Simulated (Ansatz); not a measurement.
Total energies of C$_{2}$F$_{2}$ (`FC#CF`).

```xyz
4

F     1.6301    0.9064    0.1272
C     0.5161    0.2870    0.0403
C    -0.5161   -0.2870   -0.0403
F    -1.6301   -0.9064   -0.1272
```

Charge 0, multiplicity 1. Geometry: relaxed with PBE0-D4/def2-TZVP. Basis def2-TZVPP, Ansatz.

RPA on PBE orbitals: Hartree–Fock energy of these orbitals -274.53659 Eh, correlation -1.17760 Eh (frozen core).

| functional | energy without D4 (Eh) | D4 term (kJ/mol) |
| --- | --- | --- |
| PBE | -275.59268 | -4.2 |
| revPBE | -275.78646 | -15.6 |
| BLYP | -275.84133 | -9.8 |
| r2SCAN | -275.73828 | -1.0 |
| B97M-V | -275.79382 | – |
| PBE0 | -275.58687 | -3.5 |
| B3LYP | -275.86976 | -6.8 |
| r2SCANh | -275.72195 | -1.0 |
| r2SCAN0 | -275.69848 | -1.2 |
| HSE06 (plane-wave form) | -275.57514 | -3.2 |
| BHLYP | -275.74661 | -4.7 |
| LC-ωPBE | -275.69888 | – |
| ωB97X-V | -275.77480 | – |
| PBE-QIDH | -275.54402 | – |

Task: Give the same for LDA (SPW92), CAM-B3LYP, ωB97M-V, B2PLYP. (Estimate.)

Result: Ansatz gave: 
```csv
functional,energy without D4 (Eh),D4 term (kJ/mol)
LDA (SPW92),-273.91737,–
CAM-B3LYP,-275.78492,-3.4
ωB97M-V,-275.80042,–
B2PLYP,-275.70104,–
```

B3LYP takes the VWN-RPA correlation (the form of Gaussian; ORCA's B3LYP/G). HSE06 is the plane-wave form, built on full-range PBE exchange. The double hybrids freeze the cores in their second-order part.

LC-ωPBE has ω = 0.4 bohr⁻¹.
